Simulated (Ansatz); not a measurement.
The pair A = H2O (SMILES O) (first 3 atoms), B = ClF (SMILES FCl); geometry from NCB31 set.
(charge 0, multiplicity 1):
| atom | x (Å) | y (Å) | z (Å) |
|---|---|---|---|
| O | 2.2398 | 0.0000 | -0.0882 |
| H | 2.6009 | 0.7620 | 0.3771 |
| H | 2.6011 | -0.7617 | 0.3772 |
| Cl | -0.3159 | -0.0001 | -0.0169 |
| F | -1.9723 | 0.0001 | 0.0266 |

Frozen-core correlation.

Run with Ansatz (a program for electronic structure). Each number belongs to the level named beside it.

Total energies (hartree), monomers frozen at their geometry in the pair:

```
structure              PBE/def2-TZVPPD  MP2/aug-cc-pV(D+d)Z  CCSD(T)/aug-cc-pV(T+d)Z
---------------------  ---------------  -------------------  -----------------------
AB                        -636.1391572         -635.4953560             -635.7505045
A in the pair's basis      -76.3836079          -76.2615688              -76.3426433
B in the pair's basis     -559.7446176         -559.2259917             -559.4001076
A                          -76.3835828          -76.2608852              -76.3423168
B                         -559.7444753         -559.2252480             -559.3996819
```

**Question.** Work out the interaction energy without and with the counterpoise correction, and the superposition error, for each level.

**Answer.** 
E(AB) − E(A) − E(B), times 627.509 kcal/mol, with the monomers in their own basis and then in the pair's basis:
- PBE/def2-TZVPPD: -6.96 uncorrected, -6.86 corrected; the monomers gain 0.11 kcal/mol from borrowed functions
- MP2/aug-cc-pV(D+d)Z: -5.79 uncorrected, -4.89 corrected; the monomers gain 0.90 kcal/mol from borrowed functions
- CCSD(T)/aug-cc-pV(T+d)Z: -5.34 uncorrected, -4.87 corrected; the monomers gain 0.47 kcal/mol from borrowed functions
